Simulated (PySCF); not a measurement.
Molfile (atoms numbered from 1):
```
C5H10
     RDKit          3D

 15 15  0  0  0  0  0  0  0  0999 V2000
    0.4436    0.8482    0.8479 C   0  0  0  0  0  0  0  0  0  0  0  0
    1.2725   -0.1730    0.0656 C   0  0  0  0  0  0  0  0  0  0  0  0
    0.2426   -1.1505   -0.5431 C   0  0  0  0  0  0  0  0  0  0  0  0
   -1.1359   -0.4739   -0.3726 C   0  0  0  0  0  0  0  0  0  0  0  0
   -0.8280    0.9744    0.0143 C   0  0  0  0  0  0  0  0  0  0  0  0
    0.1927    0.4512    1.8471 H   0  0  0  0  0  0  0  0  0  0  0  0
    0.9674    1.8043    1.0010 H   0  0  0  0  0  0  0  0  0  0  0  0
    2.0260   -0.6790    0.6877 H   0  0  0  0  0  0  0  0  0  0  0  0
    1.8229    0.3436   -0.7377 H   0  0  0  0  0  0  0  0  0  0  0  0
    0.2658   -2.1276   -0.0371 H   0  0  0  0  0  0  0  0  0  0  0  0
    0.4670   -1.3483   -1.6023 H   0  0  0  0  0  0  0  0  0  0  0  0
   -1.6953   -0.9582    0.4445 H   0  0  0  0  0  0  0  0  0  0  0  0
   -1.7642   -0.5518   -1.2725 H   0  0  0  0  0  0  0  0  0  0  0  0
   -0.6198    1.5747   -0.8887 H   0  0  0  0  0  0  0  0  0  0  0  0
   -1.6572    1.4660    0.5460 H   0  0  0  0  0  0  0  0  0  0  0  0
  1  2  1  0
  2  3  1  0
  3  4  1  0
  4  5  1  0
  5  1  1  0
  1  6  1  0
  1  7  1  0
  2  8  1  0
  2  9  1  0
  3 10  1  0
  3 11  1  0
  4 12  1  0
  4 13  1  0
  5 14  1  0
  5 15  1  0
M  END
```

Geometry: PBE0-D3(BJ)/def2-SVP; GIAO absolute shieldings from PySCF 2.14.0 with density-fitted response routines, gas phase, non-relativistic, averaged over equivalent atoms.

At PBE0/cc-pVDZ (120 basis functions, 10 s wall time on 1 thread of an Arm Neoverse V1, shared host):
```tsv
atoms	σ (ppm)
C1/C2/C3/C4/C5	168.5
H6/H7/H8/H9/H10/H11/H12/H13/H14/H15	29.85
```

Predict the values at CAM-B3LYP/pcSseg-1 on the same geometry.

Results:


| atoms | σ at CAM-B3LYP/pcSseg-1 | change |
| --- | --- | --- |
| C1/C2/C3/C4/C5 | 154.5 | -14.0 |
| H6/H7/H8/H9/H10/H11/H12/H13/H14/H15 | 29.89 | +0.04 |

The largest change is at C1/C2/C3/C4/C5 (sp3 CH2 in a ring). Cost: 135 basis functions, 9.8 s wall time on 1 thread of an Intel Xeon 6975P-C, shared host.
